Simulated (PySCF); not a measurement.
## Worked example: entropy of an ideal gas

propyne (C3H4), SMILES C#CC.

Geometry optimised at PBE-D3(BJ)/def2-TZVP.

PBE-D3(BJ)/def2-TZVP in PySCF gives the harmonic wavenumbers 332, 332, 608, 608, 940, 1012, 1012, 1359, 1423, 1423, 2166, 2966, 3030, 3030, 3404 cm⁻¹ and the rotational temperatures 7.6071, 0.4098, 0.4098 K. The molar mass is 40.07 g/mol, the symmetry number 3, the spin multiplicity 1.

Q: Work out the entropy at 298.15 K and 1 atm in the rigid-rotor, harmonic-oscillator model.

A: 
Translation (Sackur–Tetrode at 1 atm): S = R[1.5 ln M + 2.5 ln T − 1.16487] = 154.8 J/(mol K).
Rotation: q = (√π/σ) T^1.5/√(θA θB θC) = 2690, S = R[ln q + 3/2] = 78.1 J/(mol K).
Vibration: with u = 1.4388 ν/T, each mode gives R[u/(e^u − 1) − ln(1 − e^−u)]:
| ν (cm⁻¹) | modes | u | S (J/(mol K)) |
|---|---|---|---|
| 332 | 2 | 1.60 | 10.46 |
| 608 | 2 | 2.93 | 3.65 |
| 940 | 1 | 4.54 | 0.50 |
| 1012 | 2 | 4.88 | 0.75 |
| 1359 | 1 | 6.56 | 0.09 |
| 1423 | 2 | 6.87 | 0.14 |
The stiffer modes add less than 0.005 each. Sum 15.6 J/(mol K).
Spin: R ln 1 = 0.0 J/(mol K).
Total 248.5 J/(mol K); the program's own thermochemistry gives 248.5. Translation makes up 62 % and vibration 6 %. Anharmonicity, hindered rotation and orbital degeneracy are left out.
